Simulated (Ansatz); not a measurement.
```yaml
crystal:
  periodic: [false, false, false]
  atoms:
    - {symbol: Xx, position_ang: [-0.534946, 0.956484, -1.262338]}
    - {symbol: C, position_ang: [-0.459143, 0.230182, -0.022950]}
    - {symbol: C, position_ang: [0.062722, -0.829345, 0.078194]}
    - {symbol: C, position_ang: [0.788292, 0.121721, 0.740513]}
    - {symbol: H, position_ang: [-1.133259, 0.738753, -1.669916]}
    - {symbol: H, position_ang: [-1.396706, 0.448375, 0.616478]}
    - {symbol: H, position_ang: [-0.073121, -1.791465, 0.757469]}
    - {symbol: H, position_ang: [0.541593, -1.307286, -0.850689]}
    - {symbol: H, position_ang: [0.818908, 0.337979, 1.633822]}
    - {symbol: H, position_ang: [1.618236, 0.790345, 0.113674]}
basis:
  gaussian: {orbitals: "6-31G*", nuclear_model: gaussian}
hamiltonian: {xc: {name: r2SCANh}}
```

```sh
$ ansatz run in.yaml --threads 4 --pin off --events-out ev --progress --plain --max-ram 10444MiB
```

Q: How does Ansatz answer? (An estimate is asked.)

A: The calculation gave: The program refused the input.
```
Error: YAML parse error: error: line 4 column 16: `Xx` is not an element symbol (H … Og, case-exact)
 --> <input>:4:16
2 |   periodic: [false, false, false]
3 |   atoms:
4 |     - {symbol: Xx, position_ang: [-0.534946, 0.956484, -1.262338]}
5 |     - {symbol: C, position_ang: [-0.459143, 0.230182, -0.022950]}
6 |     - {symbol: C, position_ang: [0.062722, -0.829345, 0.078194]}
```
